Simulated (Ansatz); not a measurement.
# Molecular dynamics of C$_{2}$H$_{8}$N$_{2}$O

Input file:

```yaml
crystal:
  periodic: [false, false, false]
  atoms:
    - { symbol: "N", position_ang: [-2.132689, 0.334563, -1.210245] }
    - { symbol: C, position_ang: [-1.084825, -0.486926, -0.519434] }
    - { symbol: O, position_ang: [-0.063134, 0.421179, 0.083124] }
    - { symbol: C, position_ang: [1.077849, -0.404394, 0.536122] }
    - { symbol: "N", position_ang: [2.209909, 0.398193, 1.115021] }
    - { symbol: H, position_ang: [-1.551234, 1.052323, -1.765803] }
    - { symbol: H, position_ang: [-2.576834, 0.9836, -0.446131] }
    - { symbol: H, position_ang: [-1.468315, -1.166824, 0.235194] }
    - { symbol: H, position_ang: [-0.525616, -1.068843, -1.260107] }
    - { symbol: H, position_ang: [1.317795, -1.030885, -0.350676] }
    - { symbol: H, position_ang: [0.765742, -1.093582, 1.353395] }
    - { symbol: H, position_ang: [2.263, 1.179588, 0.342043] }
    - { symbol: H, position_ang: [1.76798, 0.99181, 1.828083] }
basis:
  gaussian: { orbitals: STO-3G }
hamiltonian:
  xc: pbe
  dispersion: d4
md:
  timestep: 0.5
  n_steps: 250
  ensemble: nvt_langevin
  temperature: 200.0
  initial_velocities: maxwell_boltzmann
  seed: 824231
  friction: 0.001
scf:
  lower_state_search: "off"
```

Command:

```bash
$ ansatz run input.yaml --threads 1 --pin off --max-ram 2048MiB --backend cpu --events-out ev --progress --plain --runs-dir out
```

It goes on from the last frame of an earlier run, with new velocities.

Output, in part (one step line in 3, the closing report, with atoms numbered from 0):

```
md step     0: t =     0.00 fs  T =   184.6 K  F+E_penalty+E_count = -7127.83824929 eV  E_kin = 0.310224 eV  (13 SCF iters)
md step     3: t =     1.50 fs  T =   239.2 K  F+E_penalty+E_count = -7127.93635963 eV  E_kin = 0.401881 eV  (19 SCF iters)
md step     6: t =     3.00 fs  T =   260.6 K  F+E_penalty+E_count = -7127.96150431 eV  E_kin = 0.437855 eV  (19 SCF iters)
md step     9: t =     4.50 fs  T =   262.6 K  F+E_penalty+E_count = -7127.97039797 eV  E_kin = 0.441184 eV  (19 SCF iters)
md step    12: t =     6.00 fs  T =   298.8 K  F+E_penalty+E_count = -7128.03417788 eV  E_kin = 0.502083 eV  (19 SCF iters)
md step    15: t =     7.50 fs  T =   267.8 K  F+E_penalty+E_count = -7127.99252900 eV  E_kin = 0.450035 eV  (19 SCF iters)
md step    18: t =     9.00 fs  T =   203.1 K  F+E_penalty+E_count = -7127.88743256 eV  E_kin = 0.341345 eV  (19 SCF iters)
md step    21: t =    10.50 fs  T =   209.9 K  F+E_penalty+E_count = -7127.89388488 eV  E_kin = 0.352685 eV  (19 SCF iters)
md step    24: t =    12.00 fs  T =   157.8 K  F+E_penalty+E_count = -7127.80675959 eV  E_kin = 0.265245 eV  (19 SCF iters)
md step    27: t =    13.50 fs  T =   168.4 K  F+E_penalty+E_count = -7127.81108652 eV  E_kin = 0.282956 eV  (19 SCF iters)
md step    30: t =    15.00 fs  T =   248.8 K  F+E_penalty+E_count = -7127.94920273 eV  E_kin = 0.418033 eV  (19 SCF iters)
md step    33: t =    16.50 fs  T =   284.1 K  F+E_penalty+E_count = -7128.00441431 eV  E_kin = 0.477332 eV  (19 SCF iters)
md step    36: t =    18.00 fs  T =   253.1 K  F+E_penalty+E_count = -7127.94935861 eV  E_kin = 0.425231 eV  (19 SCF iters)
md step    39: t =    19.50 fs  T =   291.8 K  F+E_penalty+E_count = -7128.01687027 eV  E_kin = 0.490373 eV  (19 SCF iters)
md step    42: t =    21.00 fs  T =   253.6 K  F+E_penalty+E_count = -7127.95288970 eV  E_kin = 0.426186 eV  (19 SCF iters)
md step    45: t =    22.50 fs  T =   155.5 K  F+E_penalty+E_count = -7127.78203984 eV  E_kin = 0.261328 eV  (19 SCF iters)
md step    48: t =    24.00 fs  T =   181.8 K  F+E_penalty+E_count = -7127.82470585 eV  E_kin = 0.305506 eV  (19 SCF iters)
md step    51: t =    25.50 fs  T =   236.7 K  F+E_penalty+E_count = -7127.91672188 eV  E_kin = 0.397751 eV  (19 SCF iters)
md step    54: t =    27.00 fs  T =   214.8 K  F+E_penalty+E_count = -7127.88436906 eV  E_kin = 0.360948 eV  (19 SCF iters)
md step    57: t =    28.50 fs  T =   245.2 K  F+E_penalty+E_count = -7127.94113662 eV  E_kin = 0.412017 eV  (19 SCF iters)
md step    60: t =    30.00 fs  T =   308.2 K  F+E_penalty+E_count = -7128.04743190 eV  E_kin = 0.517815 eV  (19 SCF iters)
md step    63: t =    31.50 fs  T =   248.9 K  F+E_penalty+E_count = -7127.93909490 eV  E_kin = 0.418308 eV  (19 SCF iters)
md step    66: t =    33.00 fs  T =   184.5 K  F+E_penalty+E_count = -7127.83777529 eV  E_kin = 0.310059 eV  (19 SCF iters)
md step    69: t =    34.50 fs  T =   210.6 K  F+E_penalty+E_count = -7127.88114823 eV  E_kin = 0.353915 eV  (19 SCF iters)
md step    72: t =    36.00 fs  T =   205.5 K  F+E_penalty+E_count = -7127.87753790 eV  E_kin = 0.345386 eV  (19 SCF iters)
md step    75: t =    37.50 fs  T =   178.5 K  F+E_penalty+E_count = -7127.83280907 eV  E_kin = 0.299942 eV  (19 SCF iters)
md step    78: t =    39.00 fs  T =   241.9 K  F+E_penalty+E_count = -7127.94094660 eV  E_kin = 0.406445 eV  (19 SCF iters)
md step    81: t =    40.50 fs  T =   271.9 K  F+E_penalty+E_count = -7127.99534784 eV  E_kin = 0.456930 eV  (19 SCF iters)
md step    84: t =    42.00 fs  T =   235.9 K  F+E_penalty+E_count = -7127.94684506 eV  E_kin = 0.396396 eV  (19 SCF iters)
md step    87: t =    43.50 fs  T =   213.6 K  F+E_penalty+E_count = -7127.90398137 eV  E_kin = 0.358854 eV  (19 SCF iters)
md step    90: t =    45.00 fs  T =   197.6 K  F+E_penalty+E_count = -7127.87956209 eV  E_kin = 0.332010 eV  (19 SCF iters)
md step    93: t =    46.50 fs  T =   168.4 K  F+E_penalty+E_count = -7127.82371971 eV  E_kin = 0.283031 eV  (19 SCF iters)
md step    96: t =    48.00 fs  T =   174.2 K  F+E_penalty+E_count = -7127.83300036 eV  E_kin = 0.292691 eV  (19 SCF iters)
md step    99: t =    49.50 fs  T =   199.0 K  F+E_penalty+E_count = -7127.87991409 eV  E_kin = 0.334336 eV  (18 SCF iters)
md step   102: t =    51.00 fs  T =   243.5 K  F+E_penalty+E_count = -7127.95701643 eV  E_kin = 0.409166 eV  (19 SCF iters)
md step   105: t =    52.50 fs  T =   258.8 K  F+E_penalty+E_count = -7127.99414475 eV  E_kin = 0.434800 eV  (19 SCF iters)
md step   108: t =    54.00 fs  T =   221.2 K  F+E_penalty+E_count = -7127.92179667 eV  E_kin = 0.371693 eV  (19 SCF iters)
md step   111: t =    55.50 fs  T =   191.8 K  F+E_penalty+E_count = -7127.86608997 eV  E_kin = 0.322277 eV  (18 SCF iters)
md step   114: t =    57.00 fs  T =   185.1 K  F+E_penalty+E_count = -7127.84570731 eV  E_kin = 0.311024 eV  (19 SCF iters)
md step   117: t =    58.50 fs  T =   164.6 K  F+E_penalty+E_count = -7127.80821871 eV  E_kin = 0.276618 eV  (19 SCF iters)
md step   120: t =    60.00 fs  T =   182.8 K  F+E_penalty+E_count = -7127.83897409 eV  E_kin = 0.307204 eV  (18 SCF iters)
md step   123: t =    61.50 fs  T =   261.3 K  F+E_penalty+E_count = -7127.98264668 eV  E_kin = 0.439109 eV  (18 SCF iters)
md step   126: t =    63.00 fs  T =   264.9 K  F+E_penalty+E_count = -7128.00007246 eV  E_kin = 0.445148 eV  (18 SCF iters)
md step   129: t =    64.50 fs  T =   214.7 K  F+E_penalty+E_count = -7127.91282179 eV  E_kin = 0.360818 eV  (19 SCF iters)
md step   132: t =    66.00 fs  T =   211.7 K  F+E_penalty+E_count = -7127.90534390 eV  E_kin = 0.355779 eV  (19 SCF iters)
md step   135: t =    67.50 fs  T =   187.0 K  F+E_penalty+E_count = -7127.86442132 eV  E_kin = 0.314198 eV  (19 SCF iters)
md step   138: t =    69.00 fs  T =   119.1 K  F+E_penalty+E_count = -7127.75481975 eV  E_kin = 0.200067 eV  (19 SCF iters)
md step   141: t =    70.50 fs  T =   161.7 K  F+E_penalty+E_count = -7127.83043986 eV  E_kin = 0.271735 eV  (19 SCF iters)
md step   144: t =    72.00 fs  T =   230.4 K  F+E_penalty+E_count = -7127.94893663 eV  E_kin = 0.387236 eV  (19 SCF iters)
md step   147: t =    73.50 fs  T =   226.0 K  F+E_penalty+E_count = -7127.93944403 eV  E_kin = 0.379802 eV  (19 SCF iters)
md step   150: t =    75.00 fs  T =   232.8 K  F+E_penalty+E_count = -7127.95957646 eV  E_kin = 0.391168 eV  (19 SCF iters)
md step   153: t =    76.50 fs  T =   263.0 K  F+E_penalty+E_count = -7128.01770697 eV  E_kin = 0.441879 eV  (18 SCF iters)
md step   156: t =    78.00 fs  T =   191.0 K  F+E_penalty+E_count = -7127.89512021 eV  E_kin = 0.320913 eV  (19 SCF iters)
md step   159: t =    79.50 fs  T =   135.1 K  F+E_penalty+E_count = -7127.80136144 eV  E_kin = 0.227036 eV  (20 SCF iters)
md step   162: t =    81.00 fs  T =   165.4 K  F+E_penalty+E_count = -7127.85223943 eV  E_kin = 0.277885 eV  (20 SCF iters)
md step   165: t =    82.50 fs  T =   168.0 K  F+E_penalty+E_count = -7127.85204894 eV  E_kin = 0.282308 eV  (20 SCF iters)
md step   168: t =    84.00 fs  T =   162.2 K  F+E_penalty+E_count = -7127.84611848 eV  E_kin = 0.272565 eV  (20 SCF iters)
md step   171: t =    85.50 fs  T =   223.3 K  F+E_penalty+E_count = -7127.95162189 eV  E_kin = 0.375301 eV  (20 SCF iters)
md step   174: t =    87.00 fs  T =   253.8 K  F+E_penalty+E_count = -7128.00163551 eV  E_kin = 0.426428 eV  (19 SCF iters)
md step   177: t =    88.50 fs  T =   209.1 K  F+E_penalty+E_count = -7127.91989300 eV  E_kin = 0.351398 eV  (19 SCF iters)
md step   180: t =    90.00 fs  T =   192.6 K  F+E_penalty+E_count = -7127.89582080 eV  E_kin = 0.323601 eV  (19 SCF iters)
md step   183: t =    91.50 fs  T =   156.5 K  F+E_penalty+E_count = -7127.82838800 eV  E_kin = 0.262913 eV  (19 SCF iters)
md step   186: t =    93.00 fs  T =   130.1 K  F+E_penalty+E_count = -7127.78605897 eV  E_kin = 0.218535 eV  (19 SCF iters)
md step   189: t =    94.50 fs  T =   155.9 K  F+E_penalty+E_count = -7127.83694213 eV  E_kin = 0.261979 eV  (19 SCF iters)
md step   192: t =    96.00 fs  T =   190.8 K  F+E_penalty+E_count = -7127.89210129 eV  E_kin = 0.320574 eV  (19 SCF iters)
md step   195: t =    97.50 fs  T =   222.0 K  F+E_penalty+E_count = -7127.94244133 eV  E_kin = 0.372980 eV  (19 SCF iters)
md step   198: t =    99.00 fs  T =   270.1 K  F+E_penalty+E_count = -7128.02514375 eV  E_kin = 0.453852 eV  (19 SCF iters)
md step   201: t =   100.50 fs  T =   234.5 K  F+E_penalty+E_count = -7127.95559101 eV  E_kin = 0.394115 eV  (19 SCF iters)
md step   204: t =   102.00 fs  T =   162.2 K  F+E_penalty+E_count = -7127.82778785 eV  E_kin = 0.272489 eV  (20 SCF iters)
md step   207: t =   103.50 fs  T =   172.8 K  F+E_penalty+E_count = -7127.84936635 eV  E_kin = 0.290365 eV  (20 SCF iters)
md step   210: t =   105.00 fs  T =   182.3 K  F+E_penalty+E_count = -7127.86256361 eV  E_kin = 0.306410 eV  (20 SCF iters)
md step   213: t =   106.50 fs  T =   142.5 K  F+E_penalty+E_count = -7127.79300627 eV  E_kin = 0.239383 eV  (19 SCF iters)
md step   216: t =   108.00 fs  T =   199.2 K  F+E_penalty+E_count = -7127.89251714 eV  E_kin = 0.334782 eV  (19 SCF iters)
md step   219: t =   109.50 fs  T =   252.0 K  F+E_penalty+E_count = -7127.99645443 eV  E_kin = 0.423526 eV  (19 SCF iters)
md step   222: t =   111.00 fs  T =   185.6 K  F+E_penalty+E_count = -7127.88133167 eV  E_kin = 0.311937 eV  (19 SCF iters)
md step   225: t =   112.50 fs  T =   161.5 K  F+E_penalty+E_count = -7127.83587515 eV  E_kin = 0.271354 eV  (18 SCF iters)
md step   228: t =   114.00 fs  T =   216.0 K  F+E_penalty+E_count = -7127.93058184 eV  E_kin = 0.362897 eV  (19 SCF iters)
md step   231: t =   115.50 fs  T =   200.2 K  F+E_penalty+E_count = -7127.89870221 eV  E_kin = 0.336354 eV  (19 SCF iters)
md step   234: t =   117.00 fs  T =   143.7 K  F+E_penalty+E_count = -7127.80532229 eV  E_kin = 0.241442 eV  (19 SCF iters)
md step   237: t =   118.50 fs  T =   203.1 K  F+E_penalty+E_count = -7127.90682970 eV  E_kin = 0.341365 eV  (19 SCF iters)
md step   240: t =   120.00 fs  T =   213.3 K  F+E_penalty+E_count = -7127.91331582 eV  E_kin = 0.358503 eV  (19 SCF iters)
md step   243: t =   121.50 fs  T =   167.7 K  F+E_penalty+E_count = -7127.83737829 eV  E_kin = 0.281788 eV  (19 SCF iters)
md step   246: t =   123.00 fs  T =   186.8 K  F+E_penalty+E_count = -7127.87186318 eV  E_kin = 0.313967 eV  (19 SCF iters)
md step   249: t =   124.50 fs  T =   214.1 K  F+E_penalty+E_count = -7127.91860919 eV  E_kin = 0.359785 eV  (19 SCF iters)
md step   250: t =   125.00 fs  T =   209.0 K  F+E_penalty+E_count = -7127.90947442 eV  E_kin = 0.351189 eV  (19 SCF iters)
Total energy: -7127.90950047 eV, -261.9458426715 hartree
Atom 0 at    -1.880461    -0.094598    -1.561032 Å, force     1.113365    -0.430235    -0.622741 eV/Å
Atom 1 at    -1.132832    -0.546073    -0.333213 Å, force    -0.134438    -1.071118    -0.622589 eV/Å
Atom 2 at    -0.271112     0.467210     0.319819 Å, force    -0.446725     0.189328    -0.596646 eV/Å
Atom 3 at     0.963140    -0.188370     0.756156 Å, force     1.454917     0.359688    -1.007071 eV/Å
Atom 4 at     2.120524     0.798025     0.685421 Å, force    -0.082424     0.381272     2.960055 eV/Å
Atom 5 at    -1.144501     0.401423    -2.182737 Å, force    -0.509184    -0.096818     0.408801 eV/Å
Atom 6 at    -2.485764     0.675144    -1.207453 Å, force    -0.632957     1.196296     0.124304 eV/Å
Atom 7 at    -1.948503    -0.848985     0.368723 Å, force     0.065008    -0.384114     0.243687 eV/Å
Atom 8 at    -0.538293    -1.454401    -0.685849 Å, force    -0.272926     0.519057     0.617195 eV/Å
Atom 9 at     1.334543    -1.005227     0.070859 Å, force    -0.741086    -0.197913     0.170906 eV/Å
Atom 10 at     0.851256    -0.587893     1.798011 Å, force     0.339689     0.054824     0.104357 eV/Å
Atom 11 at     2.125451     1.274088    -0.248676 Å, force    -0.576784     0.151314    -0.870284 eV/Å
Atom 12 at     1.814991     1.599567     1.370715 Å, force     0.423544    -0.671579    -0.909974 eV/Å
Dipole moment:    -0.067626     0.220567    -0.013806 e Å
```

All steps were run. A run of 0.12 ps of so small a system gives no equilibrium averages. Limits of this set-up: minimal basis.

The same pairs are bonded in the first frame and the last. Pairs count as bonded within 1.25 times the sum of covalent radii (0.12 Å more for H–H).

Last frame:

```xyz
13
Properties=species:S:1:pos:R:3
N -1.881 -0.095 -1.561
C -1.133 -0.546 -0.333
O -0.271 0.467 0.320
C 0.963 -0.188 0.756
N 2.120 0.798 0.685
H -1.145 0.401 -2.183
H -2.486 0.675 -1.208
H -1.948 -0.849 0.369
H -0.538 -1.454 -0.686
H 1.335 -1.005 0.071
H 0.851 -0.588 1.798
H 2.126 1.274 -0.249
H 1.815 1.600 1.371
```

The run took 5.8 min on 1 thread of Intel(R) Xeon(R) 6975P-C (Granite Rapids) (shared host), peak memory 0.093 GiB.
